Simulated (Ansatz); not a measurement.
[Cl···H···F], doublet: the ladder up to UCCSDT(Q)

Geometry: a point of a hydrogen-transfer path between rigid fragments, not a stationary point.

```xyz
3

Cl    0.0000    0.0000   -1.5030
H     0.0000    0.0000    0.2140
F     0.0000    0.0000    1.2890
```

Basis cc-pVDZ; Ansatz 0.2.0. Only valence electrons are correlated (noble-gas cores frozen), which leaves 15 electrons in 31 orbitals. Prefix R: restricted or restricted open-shell reference; prefix U: unrestricted. Active spaces: pair = (3e, 3o) about the gap; valence = (15e, 9o) chosen from the atoms' valence shells.

Full CI isn't at hand for all of this; UCCSDT(Q) serves as the reference, and is uncertain by about the last step of the cluster series. The frozen core follows each run's orbitals, which can shift R against U totals by a few meV.

For open shells CISD is restricted-active-space CI with the open shells as a complete middle space.

The UHF ⟨S²⟩ is 0.756 and the T1 diagnostic (RCCSD) is 0.0119. The largest doubles amplitude (RCCSD) is 0.037 and the T1 diagnostic (UCCSD) is 0.0095.

```tsv
level	E − E(UCCSDT(Q)) (mEh)	share of correlation (%)	wall time
RHF	352.16	0.00	–
UHF	348.00	1.18	–
RMP2	25.25	92.83	–
UMP2	25.85	92.66	–
CISD	30.32	91.39	3.5 s
RCCSD	5.36	98.48	–
UCCSD	5.26	98.51	–
RCCSD(T)	1.08	99.69	2.8 s
UCCSD(T)	1.06	99.70	3.5 s
BCCD(T)	1.05	99.70	3 s
RCCSDT	0.69	99.80	–
UCCSDT	0.68	99.81	–
RCCSDT(Q)	0.02	99.99	22 s
CASSCF (pair space)	326.61	7.25	–
NEVPT2 (pair space)	25.61	92.73	1 s
MRCISD (pair space)	26.24	92.55	–
MRCISD+Q (pair space)	2.37	99.33	1.4 s
CASSCF (valence space)	324.93	7.73	–
NEVPT2 (valence space)	53.90	84.69	1.1 s
MRCISD (valence space)	25.98	92.62	–
MRCISD+Q (valence space)	2.62	99.26	2.7 s
```

The correlation energy at UCCSDT(Q), counted from RHF, is -9.583 eV. That run took 19 s on 1 thread of Arm Neoverse V1, shared host.

Times hold each run's SCF and search for its determinant on a shared host, so for small cases they say little of a method's own cost; they ran on 1 thread of Arm Neoverse V1.

Natural occupations of CASSCF (valence space) about the gap: 2.000 1.999 1.999 1.973 1.000 0.028; effectively unpaired electrons, Σ n²(2−n)², 1.01.
